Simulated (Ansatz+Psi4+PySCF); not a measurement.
```yaml
atoms:
  - { symbol: C, position_ang: [0.0000, 0.0000, 0.5029] }
  - { symbol: F, position_ang: [0.0000, 1.1097, -0.2906] }
  - { symbol: F, position_ang: [0.0000, -1.1097, -0.2906] }
  - { symbol: H, position_ang: [-0.9084, 0.0000, 1.1067] }
  - { symbol: H, position_ang: [0.9084, 0.0000, 1.1067] }
```

Basis set: cc-pVTZ (spherical functions). Left uncorrelated: 3 orbitals. Charge 0, multiplicity 1.

Computed with Ansatz (development build ahead of 0.2.0) and Psi4 1.11; each method stands on the lowest determinant of its kind that the runs found. Restricted open shells among the atoms or ions are ROHF, correlated in semicanonical orbitals with singles.

Q: Give the vertical ionization energy (product with multiplicity 2 at the same shape, open shells in the same class of orbitals) of singlet CH₂F₂ by RHF-CCSD(T), RHF-CCSD, RHF-MP2, RHF.

A:

```csv
method,ionization energy
RHF-CCSD(T),13.43 eV
RHF-CCSD,13.58 eV
RHF-MP2,14.58 eV
RHF,13.39 eV
```

Caution: the determinant breaks the point group. Caution for RHF-CCSD(T), RHF-MP2: another reference gives a lower total. Caution for RHF-CCSD(T), RHF-CCSD, RHF-MP2: large amplitudes, a single reference is doubtful. Caution for RHF-MP2: MP2 on this radical cation hangs on the determinant chosen.
